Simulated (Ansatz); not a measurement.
3C-SiC, relaxed in Ansatz (plane waves) with several semilocal functionals. Each gives its own volume and its own bulk modulus:

```csv
level,V0 (Å³/atom),bulk modulus (GPa),ln V0,ln B0
LDA,10.141,229.7,2.3166,5.4368
PBEsol,10.338,221.7,2.3358,5.4013
PBE,10.501,212.7,2.3515,5.3599
```

**Question.** Fit a straight line to ln B0 against ln V0. What does it predict for r²SCAN, whose volume is 10.334 Å³/atom?

**Answer.** With x = ln V0 and y = ln B0: means 2.33463 and 5.39933; Σ(Δx Δy) = -0.001338, Σ(Δx²) = 0.0006110, so the slope is -2.19. At x = 2.3354 the line gives y = 5.39933 + (-2.19) × (2.3354 − 2.33463) = 5.3976, or 220.9 GPa. The run with r²SCAN gives 227.2 GPa, +2.9 % from the line. The rows used scatter about it by up to 0.5 %, while the largest value lies 8 % above the smallest. For comparison, PBE's own equation of state has B′ = 3.9, the slope −d ln B/d ln V at a fixed functional; the two needn't agree, since functionals also differ at one volume.

Measured: 229 GPa (measured, 0 K value with the zero-point phonon effect removed; as tabulated in Mejia-Rodriguez and Trickey (2018), arXiv:1807.09216).

Ansatz's density-functional and Hartree–Fock values are scalar-relativistic unless marked +SOC, with PAW data made under PBE.

Ansatz is a first-principles code.
